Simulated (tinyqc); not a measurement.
Worked calculation (part 2 of 2): CCSD on RHF in the sto-3g basis, frozen core, for H3O+, spin multiplicity 1. Computed by tinyqc, a small Python program that keeps every step (integrals from PySCF). Command: `OMP_NUM_THREADS=1 python tinyqc.py 23611 23612 out.jsonl` (the two numbers bound the seeds that draw the settings). One thread of a shared host (Intel(R) Xeon(R) Processor @ 2.60GHz), about 0.3 s of CPU time with the checks.

Geometry (angstrom):
```
atom        x        y       z
O      0.0000   0.0000  0.0670
H      0.9170   0.0000  0.0000
H     -0.4590   0.7940  0.0000
H     -0.4590  -0.7940  0.0000
```

## Integrals over molecular orbitals

coefficients C:
```
            MO1      MO2      MO3      MO4      MO5      MO6      MO7      MO8
1O 1s    0.9938  -0.2413   0.0000   0.0000  -0.0153  -0.1746   0.0000   0.0000
1O 2s    0.0294   0.8663   0.0001   0.0000   0.0748   1.2070   0.0000   0.0000
1O 2px   0.0000  -0.0001   0.7096   0.0000   0.0000  -0.0001   0.0000  -0.9814
1O 2py   0.0000   0.0000   0.0000   0.7097   0.0000   0.0000   0.9810   0.0000
1O 2pz  -0.0008  -0.0322   0.0000   0.0000   0.9970  -0.0936   0.0000   0.0000
2H 1s   -0.0056   0.0982   0.3805   0.0000  -0.0184  -0.6889   0.0000   1.0573
3H 1s   -0.0056   0.0982  -0.1903   0.3296  -0.0184  -0.6885  -0.9156  -0.5288
4H 1s   -0.0056   0.0982  -0.1903  -0.3296  -0.0184  -0.6885   0.9156  -0.5288
```

core Hamiltonian H = T + V (hartree):
```
           1O 1s    1O 2s   1O 2px   1O 2py   1O 2pz    2H 1s    3H 1s    4H 1s
1O 1s   -33.3417  -7.7598   0.0000   0.0000   0.0037  -1.9483  -1.9478  -1.9478
1O 2s    -7.7598  -9.9414   0.0001   0.0000   0.0426  -4.2025  -4.2017  -4.2017
1O 2px    0.0000   0.0001  -8.2146   0.0000   0.0000  -2.8419   1.4222   1.4222
1O 2py    0.0000   0.0000   0.0000  -8.2143   0.0000   0.0000  -2.4601   2.4601
1O 2pz    0.0037   0.0426   0.0000   0.0000  -8.0130   0.2205   0.2205   0.2205
2H 1s    -1.9483  -4.2025  -2.8419   0.0000   0.2205  -5.5411  -1.5988  -1.5988
3H 1s    -1.9478  -4.2017   1.4222  -2.4601   0.2205  -1.5988  -5.5408  -1.6000
4H 1s    -1.9478  -4.2017   1.4222   2.4601   0.2205  -1.5988  -1.6000  -5.5408
```

Given earlier and not repeated: Two-electron integrals (ij|kl) in chemists' order.

(pq|rs) = sum C_ip C_jq C_kr C_ls (ij|kl), one index at a time.

one-electron integrals over orbitals h = C^T H C (hartree):
```
          1        2        3        4        5        6        7        8
1  -33.3230   0.5763   0.0001   0.0000   0.0346   0.3966   0.0000   0.0000
2    0.5763  -8.2927  -0.0001   0.0000  -0.0276  -1.4590   0.0000  -0.0003
3    0.0001  -0.0001  -7.2955   0.0000   0.0000   0.0000   0.0000   1.7341
4    0.0000   0.0000   0.0000  -7.2952   0.0000   0.0000  -1.7337   0.0000
5    0.0346  -0.0276   0.0000   0.0000  -8.0062   0.1202   0.0000   0.0000
6    0.3966  -1.4590   0.0000   0.0000   0.1202  -5.1059   0.0000  -0.0001
7    0.0000   0.0000   0.0000  -1.7337   0.0000   0.0000  -5.6740   0.0000
8    0.0000  -0.0003   1.7341   0.0000   0.0000  -0.0001   0.0000  -5.6742
```

Two-electron integrals over orbitals (pq|rs), unique and non-zero (hartree); the lowest 1 orbital is frozen and left out:
```
(22|22) 0.7226      (32|22) -1.81e-05   (32|32) 0.1450      (33|22) 0.6730
(33|32) 0.0345      (33|33) 0.6909      (42|42) 0.1450      (43|42) -0.0345
(43|43) 0.0432      (44|22) 0.6730      (44|32) -0.0345     (44|33) 0.6044
(44|44) 0.6909      (52|22) -0.0081     (52|32) -1.82e-06   (52|33) 2.92e-04
(52|44) 2.94e-04    (52|52) 0.1520      (53|22) -2.44e-06   (53|32) 0.0017
(53|33) -0.0008     (53|44) 0.0008      (53|52) 1.70e-05    (53|53) 0.0348
(54|42) 0.0017      (54|43) 0.0008      (54|54) 0.0348      (55|22) 0.7583
(55|32) 1.92e-05    (55|33) 0.6760      (55|44) 0.6760      (55|52) 0.0199
(55|53) 1.85e-06    (55|55) 0.8806      (62|22) 0.1350      (62|32) -3.94e-06
(62|33) 0.1010      (62|44) 0.1010      (62|52) -0.0067     (62|53) -1.23e-06
(62|55) 0.1707      (62|62) 0.0755      (63|22) -9.13e-06   (63|32) -0.0110
(63|33) -0.0242     (63|44) 0.0242      (63|52) -1.11e-06   (63|53) 0.0015
(63|55) -5.02e-06   (63|62) 3.40e-06    (63|63) 0.0520      (64|42) -0.0109
(64|43) 0.0242      (64|54) 0.0015      (64|64) 0.0520      (65|22) -0.0166
(65|32) -1.44e-06   (65|33) -0.0085     (65|44) -0.0085     (65|52) 0.0745
(65|53) 7.80e-06    (65|55) -0.0081     (65|62) -0.0116     (65|63) -1.83e-06
(65|65) 0.0444      (66|22) 0.5235      (66|32) 8.31e-06    (66|33) 0.5141
(66|44) 0.5140      (66|52) -0.0143     (66|53) -3.32e-06   (66|55) 0.5270
(66|62) 0.0454      (66|63) -3.03e-05   (66|65) -0.0107     (66|66) 0.4634
(72|42) 0.0471      (72|43) 0.0138      (72|54) 0.0043      (72|64) 0.0382
(72|72) 0.0523      (73|42) 0.0434      (73|43) -0.0049     (73|54) -0.0009
(73|64) -0.0240     (73|72) 0.0007      (73|73) 0.0348      (74|22) 0.1596
(74|32) 0.0434      (74|33) 0.1323      (74|44) 0.1226      (74|52) 0.0082
(74|53) -0.0009     (74|55) 0.1858      (74|62) 0.0857      (74|63) -0.0240
(74|65) -0.0048     (74|66) 0.0474      (74|74) 0.1419      (75|42) 0.0090
(75|43) -0.0025     (75|54) 0.0229      (75|64) -0.0025     (75|72) 0.0028
(75|73) 0.0033      (75|75) 0.0203      (76|42) 0.1065      (76|43) -0.0426
(76|54) -0.0018     (76|64) -0.0463     (76|72) 0.0046      (76|73) 0.0521
(76|75) 0.0073      (76|76) 0.1246      (77|22) 0.5906      (77|32) -0.0312
(77|33) 0.5409      (77|44) 0.6136      (77|52) 1.73e-04    (77|53) 0.0021
(77|55) 0.5928      (77|62) 0.0728      (77|63) 0.0408      (77|65) -0.0050
(77|66) 0.4926      (77|74) 0.0705      (77|77) 0.5909      (82|22) 4.36e-05
(82|32) -0.0471     (82|33) 0.0138      (82|44) -0.0137     (82|52) 1.01e-06
(82|53) -0.0043     (82|55) 3.41e-05    (82|62) 1.28e-05    (82|63) -0.0382
(82|65) 1.47e-07    (82|66) 3.30e-05    (82|74) -0.0007     (82|77) -0.0231
(82|82) 0.0523      (83|22) -0.1597     (83|32) 0.0433      (83|33) -0.1226
(83|44) -0.1323     (83|52) -0.0082     (83|53) -0.0009     (83|55) -0.1858
(83|62) -0.0857     (83|63) -0.0240     (83|65) 0.0048      (83|66) -0.0474
(83|74) -0.0752     (83|77) -0.1046     (83|82) -0.0007     (83|83) 0.1419
(84|42) -0.0434     (84|43) 0.0049      (84|54) 0.0009      (84|64) 0.0240
(84|72) -0.0007     (84|73) -0.0319     (84|75) -0.0033     (84|76) -0.0521
(84|84) 0.0348      (85|22) 1.64e-06    (85|32) -0.0090     (85|33) -0.0025
(85|44) 0.0025      (85|52) 5.97e-06    (85|53) -0.0229     (85|55) 6.49e-07
(85|62) 9.31e-07    (85|63) 0.0025      (85|65) 3.24e-06    (85|66) -1.71e-06
(85|74) -0.0033     (85|77) 0.0027      (85|82) 0.0028      (85|83) -0.0033
(85|85) 0.0203      (86|22) 1.85e-05    (86|32) -0.1066     (86|33) -0.0426
(86|44) 0.0426      (86|52) 1.63e-06    (86|53) 0.0018      (86|55) 3.51e-06
(86|62) 2.05e-05    (86|63) 0.0463      (86|65) -1.49e-06   (86|66) -3.58e-05
(86|74) -0.0521     (86|77) 0.0586      (86|82) 0.0046      (86|83) -0.0521
(86|85) 0.0073      (86|86) 0.1247      (87|42) 0.0312      (87|43) -0.0364
(87|54) -0.0021     (87|64) -0.0408     (87|72) -0.0231     (87|73) 0.0171
(87|75) 0.0027      (87|76) 0.0586      (87|84) -0.0171     (87|87) 0.0479
(88|22) 0.5907      (88|32) 0.0311      (88|33) 0.6137      (88|44) 0.5409
(88|52) 1.76e-04    (88|53) -0.0021     (88|55) 0.5928      (88|62) 0.0728
(88|63) -0.0408     (88|65) -0.0050     (88|66) 0.4926      (88|74) 0.1046
(88|77) 0.4952      (88|82) 0.0231      (88|83) -0.0706     (88|85) -0.0027
(88|86) -0.0586     (88|88) 0.5909
```

## CCSD: starting amplitudes

orbital energies (hartree): MO1 -20.8603, MO2 -1.8115, MO3 -1.1578, MO4 -1.1575, MO5 -0.9241, MO6 0.1402, MO7 0.3596, MO8 0.3601

t_ij^ab = <ij||ab> / (e_i + e_j - e_a - e_b), whose energy is MP2.

Starting amplitudes (spin orbitals 1a, 1b, ...; amplitudes related by a flip of all spins are not repeated; the 24 largest):
```
from      to        t
4a 4b  7a 7b  -0.0468
3a 3b  8a 8b  -0.0467
3a 4b  7b 8a  -0.0248
2a 4b  6a 7b  -0.0247
2a 3b  6a 8b   0.0247
5a 5b  6a 6b  -0.0209
3a 3b  6a 6b  -0.0200
4a 4b  6a 6b  -0.0200
2a 2b  6a 6b  -0.0193
3a 4a  7a 8a  -0.0143
2a 3a  6a 8a   0.0137
2a 4a  6a 7a  -0.0137
2a 2b  7a 7b  -0.0120
2a 2b  8a 8b  -0.0120
3a 3b  7a 7b  -0.0115
4a 4b  8a 8b  -0.0115
2a 4b  6b 7a   0.0110
2a 3b  6b 8a  -0.0110
3a 4b  7a 8b   0.0105
3a 4b  6a 7b   0.0085
3a 4b  6b 7a  -0.0085
3a 3b  6a 8b   0.0085
4a 4b  6a 8b  -0.0085
5a 5b  7a 7b  -0.0079
```

correlation energy = -0.040316 hartree

## CCSD: amplitude update 1

t_i^a D_i^a and t_ij^ab D_ij^ab are set to the remaining terms of the spin-orbital equations, evaluated with the old amplitudes; for the doubles these are <ij||ab> + 1/2 <ab||ef> t_ij^ef + 1/2 <mn||ij> t_mn^ab + P(ij)P(ab) <mb||ej> t_im^ae + terms in t^2 + terms with t1, D the orbital-energy denominators.

Amplitudes after update 1 (spin orbitals 1a, 1b, ...; amplitudes related by a flip of all spins are not repeated; the 24 largest):
```
from      to        t
4a 4b  7a 7b  -0.0577
3a 3b  8a 8b  -0.0576
2a 4b  6a 7b  -0.0296
2a 3b  6a 8b   0.0296
3a 4b  7b 8a  -0.0291
3a 3b  6a 6b  -0.0254
4a 4b  6a 6b  -0.0254
5a 5b  6a 6b  -0.0245
2a 2b  6a 6b  -0.0206
2a 4b  6b 7a   0.0156
2a 3b  6b 8a  -0.0156
3a 4b  7a 8b   0.0154
2a 3a  6a 8a   0.0140
2a 4a  6a 7a  -0.0140
3a 4a  7a 8a  -0.0137
2a 2b  7a 7b  -0.0135
2a 2b  8a 8b  -0.0135
3a 3b  7a 7b  -0.0132
4a 4b  8a 8b  -0.0132
3a 4b  6a 7b   0.0113
3a 4b  6b 7a  -0.0113
3a 3b  6a 8b   0.0113
4a 4b  6a 8b  -0.0113
5a 5b  8a 8b  -0.0078
```

correlation energy = -0.048415 hartree

## CCSD: amplitude update 2

As before.

Amplitudes after update 2 (spin orbitals 1a, 1b, ...; amplitudes related by a flip of all spins are not repeated; the 24 largest):
```
from      to        t
4a 4b  7a 7b  -0.0610
3a 3b  8a 8b  -0.0610
2a 4b  6a 7b  -0.0309
2a 3b  6a 8b   0.0309
3a 4b  7b 8a  -0.0301
3a 3b  6a 6b  -0.0272
4a 4b  6a 6b  -0.0272
5a 5b  6a 6b  -0.0256
2a 2b  6a 6b  -0.0210
3a 4b  7a 8b   0.0175
2a 4b  6b 7a   0.0173
2a 3b  6b 8a  -0.0173
2a 2b  7a 7b  -0.0139
2a 2b  8a 8b  -0.0139
2a 3a  6a 8a   0.0136
2a 4a  6a 7a  -0.0136
3a 3b  7a 7b  -0.0134
4a 4b  8a 8b  -0.0134
3a 4a  7a 8a  -0.0126
3a 4b  6a 7b   0.0122
3a 4b  6b 7a  -0.0122
3a 3b  6a 8b   0.0122
4a 4b  6a 8b  -0.0122
5a 5b  8a 8b  -0.0075
```

correlation energy = -0.050618 hartree

## CCSD: convergence

E_corr = 1/4 sum <ij||ab> t_ij^ab + 1/2 sum <ij||ab> t_i^a t_j^b; stop when the norm of the change is below 1e-8.

Course of the amplitude iterations:
```
update  correlation energy (hartree)  norm of the change
0                          -0.040316                   -
1                          -0.048415            5.28e-02
2                          -0.050618            1.72e-02
3                          -0.051666            6.11e-03
4                          -0.051658            5.18e-04
5                          -0.051660            1.04e-04
6                          -0.051660            1.70e-05
7                          -0.051660            7.00e-06
8                          -0.051660            6.06e-07
9                          -0.051660            1.26e-07
10                         -0.051660            3.44e-08
11                         -0.051660            9.11e-09
```

Converged amplitudes (spin orbitals 1a, 1b, ...; amplitudes related by a flip of all spins are not repeated; the 24 largest):
```
from      to        t
4a 4b  7a 7b  -0.0628
3a 3b  8a 8b  -0.0628
2a 4b  6a 7b  -0.0314
2a 3b  6a 8b   0.0314
3a 4b  7b 8a  -0.0306
3a 3b  6a 6b  -0.0280
4a 4b  6a 6b  -0.0280
5a 5b  6a 6b  -0.0263
2a 2b  6a 6b  -0.0214
3a 4b  7a 8b   0.0190
2a 4b  6b 7a   0.0183
2a 3b  6b 8a  -0.0183
2a 2b  7a 7b  -0.0140
2a 2b  8a 8b  -0.0140
3a 3b  7a 7b  -0.0133
4a 4b  8a 8b  -0.0133
2a 3a  6a 8a   0.0131
2a 4a  6a 7a  -0.0131
3a 4b  6a 7b   0.0125
3a 4b  6b 7a  -0.0125
3a 3b  6a 8b   0.0125
4a 4b  6a 8b  -0.0125
3a 4a  7a 8a  -0.0116
4a        7a  -0.0072
```

CCSD total energy = -75.364237 hartree

T1 diagnostic, norm of the one-spin t1 over sqrt(correlated electrons) = 0.0045

Converged in 11 updates, with DIIS from the third.
